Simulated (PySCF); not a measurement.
# How methods differ on the electron affinity of P

P⁻ [Ne] 3s2 3p4 (3P) → P [Ne] 3s2 3p3 (4S), as a difference of total energies. Calculation: PySCF 2.14, in aug-cc-pwCVQZ (10s9p7d5f3g, 134 functions); the non-relativistic Hamiltonian (point nucleus). Correlated levels: valence: [Ne] frozen; valence and next inner shell: 1s2 frozen; nothing frozen. The calculations carry no spin-orbit coupling.

Task: Order these methods by the electron affinity they give, lowest first.
A. SCS-MP2 (valence)
B. UHF
C. MP2 (valence)
D. M06

Result: B (-0.324 eV), C (0.544 eV), A (0.631 eV), D (0.759 eV).

A first-order spin-orbit estimate (lowest level to lowest level, LS coupling) adds 0.012 eV.

A negative affinity means that the anion lies above the atom at that level of theory.

In the anion the highest occupied orbital energy is positive at LDA, PBE, PBE0, r2SCAN, r2SCAN0, revPBE, M06, a self-interaction effect; the basis confines that electron, and the energy difference can still be sensible.

For comparison: 0.747 eV (measured; photodetachment measurements, as compiled on the Wikipedia data page of electron affinities).
